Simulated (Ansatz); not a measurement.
A nudged elastic band was laid between two geometries of BH3 + H3P (8 atoms, charge 0, multiplicity 1).

Theory: Ansatz, RKS PBE-D4/def2-mTZVP.

```
movable images  : 5
climbing image  : yes
spring          : 5.0 eV/Å²
optimiser       : quadratic models (default)
start path      : through a guess of the saddle point
force threshold : 0.05 eV/Å
iteration limit : 60
end points      : relaxed
```

Image 0:

```xyz
8
Properties=species:S:1:pos:R:3
B -0.026 0.057 0.158
H 0.133 0.673 1.183
H 0.926 -0.149 -0.543
H -1.135 -0.048 -0.294
P 0.039 -2.621 1.062
H -0.368 -2.626 -0.310
H 1.432 -2.541 0.736
H -0.104 -1.166 1.250
```

Image 6:

```xyz
8
Properties=species:S:1:pos:R:3
B 0.169 -0.835 -0.379
H -0.349 1.302 2.189
H 1.148 -0.145 -0.426
H -0.906 -0.389 -0.664
P 0.277 -2.512 0.411
H -0.656 -3.343 -0.270
H 1.507 -3.085 -0.020
H -0.294 0.584 2.401
```

What changes between the two ends?

Bonds broken: B1–H2, P5–H8. Bonds formed: B1–P5, H2–H8. BH3 + H3P becomes BH4P + H2.

What energy profile does the band end with?

The run converged. The highest image is number 2 of 0 to 6, 6.0 kcal/mol above the first end and 8.4 kcal/mol above the last; the last end lies 2.3 kcal/mol below the first. The profile has 2 maxima (images 2, 4) with wells between them (image 3): this band takes more than one step, which may be the mechanism or a detour left from its start path. A vibrational analysis at the climbing image gives one clearly imaginary mode, 633i cm⁻¹: a first-order saddle point. The orbitals stay closed-shell, which can raise the energy where a bond breaks towards radicals; this wasn't checked here.

| image | path coordinate (Å) | energy (kcal/mol) | B1–H2 (Å) | P5–H8 (Å) | B1–P5 (Å) |
| --- | --- | --- | --- | --- | --- |
| 0 | 0.00 | 0.0 | 1.21 | 1.47 | 2.83 |
| 1 | 0.52 | 1.3 | 1.21 | 1.52 | 2.57 |
| 2 | 1.05 | 6.0 | 1.25 | 1.78 | 2.18 |
| 3 | 1.90 | 0.6 | 1.38 | 2.44 | 1.98 |
| 4 | 2.75 | 1.7 | 1.97 | 2.82 | 1.92 |
| 5 | 3.60 | -1.6 | 2.64 | 3.28 | 1.87 |
| 6 | 4.45 | -2.3 | 3.38 | 3.72 | 1.86 |

What is the geometry of the highest image?


```xyz
8
Properties=species:S:1:pos:R:3
B -0.063 -0.291 0.186
H 0.102 0.500 1.146
H 0.845 -0.163 -0.579
H -1.230 -0.192 -0.071
P -0.105 -2.366 0.855
H -0.170 -2.630 -0.550
H 1.315 -2.587 0.892
H 0.203 -0.693 1.364
```

Time of the run: 2.1 min on 1 thread of Arm Neoverse V2, on a shared host, peak memory 0.1 GiB.
